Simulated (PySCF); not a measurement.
# SiH⁺: basis, grid and Hamiltonian

Aim: see how much the energy and properties of SiH⁺ depend on the numerical set-up.

The runs use PySCF 2.14.0; method and basis as typed in the scripts.

1 further run of the same task is left out (it didn't finish).

## (1) The starting structure

SiH⁺: 2 atoms, charge 1, spin multiplicity 1.

Bond lengths: Si1–H2 1.535 Å.

## (2) The base run

File input.py:

```python
from pyscf import gto, scf, cc

mol = gto.M(
    atom='Si 0 0 0; H 0 0 1.535',
    basis='cc-pvtz-dk',
    charge=1,
    spin=0,
    verbose=4,
)
mf = scf.UHF(mol)
mf = mf.sfx2c1e()
mf = mf.density_fit(auxbasis='def2-universal-jkfit')
mf.kernel()
mycc = cc.CCSD(mf, frozen=5)
mycc.kernel()
mycc.ccsd_t()
mf.dip_moment()
print('orbital energies (hartree):', [e[max(0, n-3):n+3].round(4) for e, n in zip(mf.mo_energy, mol.nelec)])
```

Started as:

```sh
> python input.py
```

The log of this run is left out.

In short: E(SCF) = -289.766478 Eh, 8 cycles, E(CCSD) − E(SCF) = -0.09228 Eh, (T) = -0.00162 Eh.

The bond length is a typed value, not an optimised one. The dipole of an ion depends on the origin.

## (3) Def2-svpd (X2C off)

Variant 1 changes basis set: cc-pvtz-dk → def2-svpd; spin-free X2C: on → off.

File input.py:

```python
from pyscf import gto, scf, cc

mol = gto.M(
    atom='Si 0 0 0; H 0 0 1.535',
    basis='def2-svpd',
    charge=1,
    spin=0,
    verbose=4,
)
mf = scf.UHF(mol)
mf = mf.density_fit(auxbasis='def2-universal-jkfit')
mf.kernel()
mycc = cc.CCSD(mf, frozen=5)
mycc.kernel()
mycc.ccsd_t()
mf.dip_moment()
print('orbital energies (hartree):', [e[max(0, n-3):n+3].round(4) for e, n in zip(mf.mo_energy, mol.nelec)])
```

Started as:

```sh
> python input.py
```

## (4) Sto-3g (X2C off)

Variant 2 changes basis set: cc-pvtz-dk → sto-3g; spin-free X2C: on → off.

Changes to input.py since step 2:

```diff
@@ -4,3 +4,3 @@
     atom='Si 0 0 0; H 0 0 1.535',
-    basis='cc-pvtz-dk',
+    basis='sto-3g',
     charge=1,
@@ -10,3 +10,2 @@
 mf = scf.UHF(mol)
-mf = mf.sfx2c1e()
 mf = mf.density_fit(auxbasis='def2-universal-jkfit')
```

## (5) Spin-free X2C off

Variant 3 changes spin-free X2C: on → off.

Changes to input.py since step 2:

```diff
@@ -10,3 +10,2 @@
 mf = scf.UHF(mol)
-mf = mf.sfx2c1e()
 mf = mf.density_fit(auxbasis='def2-universal-jkfit')
```

Q: Predict the outcome of this session. Wanted: for each run, E(SCF); from base; gap; after the SCF.

As calculated:

```
                            run  E(SCF) (hartree)  from base (eV)  cycles  gap (eV)  functions                               after the SCF
                           base       -289.766478               0       8     11.05         48  CCSD(T) correlation -2.555 eV, core frozen
            def2-svpd (X2C off)       -289.060541  not comparable      10     11.01         32  CCSD(T) correlation -2.316 eV, core frozen
               sto-3g (X2C off)       -285.906560  not comparable       8     12.82         10  CCSD(T) correlation -1.328 eV, core frozen
spin-free X2C off (poor choice)       -289.025915  not comparable       8     11.03         48  CCSD(T) correlation -2.557 eV, core frozen
```

What this shows: Rows marked «poor choice» come from settings spoiled on purpose.
